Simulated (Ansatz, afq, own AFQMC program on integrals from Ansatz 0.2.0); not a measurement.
## Breaking C1–H3 in CH$_{3}$N, singlet

```xyz
5

C    -0.0342   -0.3828    0.0369
N     0.6306    0.6593   -0.2285
H    -1.0973   -0.4032    0.3450
H     0.4576   -1.3670   -0.0355
H     0.0434    1.4937   -0.1179
```

Products: CH$_{2}$N (doublet; CH–NH) and H (doublet), each relaxed with PBE0/def2-SVP like the molecule; electronic energies without zero-point terms. Determinants: RHF, UHF and UHF in that order.

Basis def2-TZVP. Noble-gas cores (and the filled d shells of Ga–Kr and In–Xe) are frozen. Integrals, coupled cluster, full CI and functionals: Ansatz 0.2.0; the random walks run on the same integrals in our own AFQMC program. The CISD trial takes its coefficients from CCSD amplitudes. Released means that phaseless walkers are propagated on without the constraint, phases kept. Uncertainties: one standard error, sampling alone. The errors of all members are added in quadrature.

No full CI on the walks' own integrals is used here; CCSDT(Q) serves as the reference and is uncertain by about the last step of the cluster series. Each member takes its own surest rung, up to full CI.

The best estimate is CCSD(T) at the basis-set limit (CBS: def2-TZVPP and def2-QZVPP, with their diffuse functions for anions and beside diffuse sets, CCSD(T) itself extrapolated) plus the step from CCSD(T) to CCSDT(Q) in def2-TZVP. Rows without CBS are in def2-TZVP; B2PLYP and the wave-function rows carry a basis error of their own. Core correlation and relativity beyond core potentials are missing, and ± holds the sampling alone.

Cautions: CH₃N (singlet): the released energies move by 1.5 errors or more from one time to the next, so no released level is given (meV from the phaseless value at times in 1/Eh: -6 ± 5 at 0.24, -7 ± 4 at 0.51, -8 ± 5 at 0.99, 3 ± 6 at 1.62, -15 ± 6 at 2.40), though the last usable value meets CCSDT(Q) within the noise; CH₂N (doublet): unrestricted determinant slightly spin contaminated (⟨S²⟩ 0.83 against 0.75).

| level | bond energy (kcal/mol) |
| --- | --- |
| r2SCAN | 98.0 |
| PBE0 | 99.2 |
| HF | 81.6 |

Q: From these cheaper values, estimate the bond energy at the level of the best estimate.

A: 103.2 kcal/mol (best estimate, highest rung CCSDT(Q)).

```tsv
level	bond energy (kcal/mol)	error against the best estimate (kcal/mol)
MP2	102.6	-0.6
CCSD	100.6	-2.5
CCSD(T)	100.5	-2.6
CCSDT	100.2	-3.0
CCSDT(Q)	100.1	-3.1
ph-AFQMC/CISD	100.2 ± 0.2	-3.0 ± 0.2
HF/CBS	81.9	-21.3
MP2/CBS	106.4	3.2
CCSD(T)/CBS	103.6	0.4
PBE	97.7	-5.4
B3LYP	100.2	-3.0
wB97M-V	102.5	-0.7
B2PLYP	99.7	-3.5
```

Correlation beyond CCSD(T) takes off 0.4 kcal/mol. Going to the basis-set limit adds 3.1 kcal/mol at CCSD(T). The perturbative (T) step is worth −0.1 kcal/mol. The functionals spread over 4.8 kcal/mol; wB97M-V comes nearest and PBE is 5.4 kcal/mol too low.

Best estimates are given only where the step beyond CCSD(T) is under 0.3 eV and no member's determinant is very poor (T1 over 0.05, or 0.07 for open shells, ⟨S²⟩ too high by 0.3, two states mixed), so the hardest cases are missing from such tables.

The functionals ran in a triple-zeta set and keep a basis error of their own, a few kJ/mol for each bond in atomization energies and more for double hybrids, so close places among them and the extrapolated levels can swap.

CCSDT and higher add their correlation energy to the determinant of the CCSD(T) run, since their own runs factorise the integrals more tightly (a shift of under 2 meV). Each member of a difference takes its own highest rung, so a best estimate needn't equal the limit plus the step of one row.
